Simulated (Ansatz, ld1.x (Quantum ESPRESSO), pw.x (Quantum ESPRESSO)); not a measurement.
# Which Si potential is closest to all-electron in the diamond crystal?

All use LDA (PW92), scalar-relativistic, no spin, cutoffs from each file’s atomic test, pw.x 7.5; 9³ k-points, Fermi–Dirac smearing 0.01 Ry. Δ is the rms difference from all-electron LAPW of the E(V) curves that follow from fits to the pressures, over ±6 % in volume. Mesh and smearing are coarse and serve the comparison alone. The files are a selection: those with a ghost or negative overlap were mostly not run, and those with noisy or unconverged pressures or nearly equal Δ are left out.

All-electron: a0 = 5.400 Å (V0 = 19.69 Å³/atom), B0 = 96.2 GPa.

Rank them by Δ, smallest first.
A. ultrasoft, ld1.x (Quantum ESPRESSO) 7.5, LDA (PW92); core [Ne], reference 3s2 3p2; waves: 3s (bound): rcut 1.30, rcutus 1.80 bohr; 3s channel at 1.75 Ry: rcut 1.30, rcutus 1.80 bohr; 3p (bound): rcut 1.85, rcutus 2.50 bohr; 3p channel at 0.3 Ry: rcut 1.85, rcutus 2.50 bohr; local part: all-electron potential smoothed inside 2.25 bohr (lloc = -1); core correction: a·sin(br)/r model core, default radius (core density twice the valence density); augmentation: PSQ, inside the norm-conserving radii.
B. norm-conserving Troullier–Martins (Kleinman–Bylander form), ld1.x (Quantum ESPRESSO) 7.5, LDA (PW92); core [Ne], reference 3s2 3p2; waves: 3p (bound): rc 2.40 bohr; 3d channel at -0.1 Ry: rc 2.55 bohr; 3s (bound): rc 1.55 bohr; local part: the s channel; core correction: Bessel-smoothed model core inside 1.55 bohr.
C. norm-conserving RRKJ (Kleinman–Bylander form), ld1.x (Quantum ESPRESSO) 7.5, LDA (PW92); core [Ne], reference 3s2 3p2; waves: 3s (bound): rc 1.50 bohr; 3p (bound): rc 1.65 bohr; local part: the p channel; core correction: a·sin(br)/r model core inside 1.35 bohr; rho0 0.005.
D. norm-conserving Troullier–Martins (Kleinman–Bylander form), ld1.x (Quantum ESPRESSO) 7.5, LDA (PW92); core [Ne], reference 3s2 3p1.5; waves: 3s (bound): rc 1.25 bohr; 3p (bound): rc 2.25 bohr; 3d channel at 0.1 Ry: rc 1.75 bohr; local part: the d channel; core correction: Bessel-smoothed model core inside 0.85 bohr.

B (2.7 meV/atom), D (5.2 meV/atom), A (13.1 meV/atom), C (18.8 meV/atom).
